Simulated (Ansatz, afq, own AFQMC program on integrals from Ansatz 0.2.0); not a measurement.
Two steps: Ansatz 0.2.0 writes the Fock matrix and Cholesky factors of the valence space, and afq projects on them the lowest state that overlaps trial and start.

```yaml
crystal:
  periodic: [false, false, false]
  atoms:
    - {symbol: O, position_ang: [0.000000, 0.000000, 0.000000]}
    - {symbol: C, position_ang: [0.000000, 0.000000, 1.195530]}
basis:
  gaussian: {orbitals: 6-31G}
magnetization: {spin_polarized: false, initial_magnetization: 2}
correlation: {method: ccsd_t, electrons: outside_noble_gas, hamiltonian_folder: ham}
```

```sh
$ ansatz run in.yaml --threads 1 --pin off --events-out ev --progress --plain --max-ram 16896MiB --backend cuda --devices 0, --max-vram 18GiB
```

afq runs on the folder ham with

```
--method phaseless --trial hf --walkers 4000 --populations 20 --least-time 40 --time-step 0.005 --steps-per-block 20 --equilibration-blocks 112 --max-blocks 4000 --target-error 0.0009500 --factor-cut 1e-05 --start spin_pure --seed 2411 --taylor-order 6
```

Times are imaginary, in 1/Eh. The walk had a cap of 49 s. With eight or more populations the least sampling time is a fifth of least-time, and the error comes from their spread.

afq prints:

```
orbitals 16  electrons 6 4  factors 92 of 203
reference energy -112.48369102 Eh
CCSD correlation -0.19327509 Eh in 15 cycles, weight of the determinant in the CISD state 0.8982
energy of the start -112.483692 Eh
 block  time / (1/Eh)  mean weight  energy / Eh
     1     0.100  1.0006  -112.530598
     2     0.200  1.0012  -112.566928
     3     0.300  1.0016  -112.590022
     4     0.400  1.0014  -112.606198
     5     0.500  1.0010  -112.621462
     7     0.700  1.0009  -112.640687
     9     0.900  1.0007  -112.657912
    13     1.300  1.0004  -112.670570
    37     3.700  0.9999  -112.692269
    61     6.100  0.9999  -112.683895
    85     8.500  1.0001  -112.680893
   109    10.900  1.0002  -112.679912
   133    13.300  1.0000  -112.677002
   157    15.700  1.0001  -112.682935
   181    18.100  1.0004  -112.687073
   205    20.500  0.9994  -112.674393
   217    21.700  0.9998  -112.670239
   229    22.900  1.0000  -112.674452
   253    25.300  1.0001  -112.674772
   277    27.700  0.9998  -112.674958
   301    30.100  1.0003  -112.675509
   325    32.500  1.0004  -112.680613
   349    34.900  0.9998  -112.683164
   373    37.300  1.0001  -112.672868
   397    39.700  0.9999  -112.684890
   421    42.100  0.9996  -112.681415
   445    44.500  1.0005  -112.685952
   469    46.900  0.9999  -112.688474
   481    48.100  1.0004  -112.671372
error from the spread of 20 populations
energy -112.678450 +/- 0.001013 Eh
(rows thinned)
```

The run passed its tests (sampling time, drift between the halves within three errors, error under three times the target), which doesn't prove that it has relaxed, ending at its cap on processor time.

Against this walk (error 27.6 meV) on the same determinant: CCSD(T) 138.7 meV lower, full CI 185.5 meV lower, a separate phaseless walk with a CISD trial and standard settings 139.3 ± 28.0 meV lower. The error is statistical and leaves out the bias of the constraint. Full CI is exact here, so the walk's 185 meV above it is the walk's own error: the bias of the constraint with this trial.

Cautions: constraint bias not in the error; error above the target (27.6 against 25.9 meV); lower spins were not checked; a spin-contaminated unrestricted determinant lies lower (UHF 402 meV lower, ⟨S²⟩ 2.28).

The walk took 49 s on 1 × NVIDIA H100 80GB HBM3 with 2 threads of AMD EPYC 7R13 Processor (Zen 3) (shared host) (the card was shared). The log's last line is the phaseless energy.
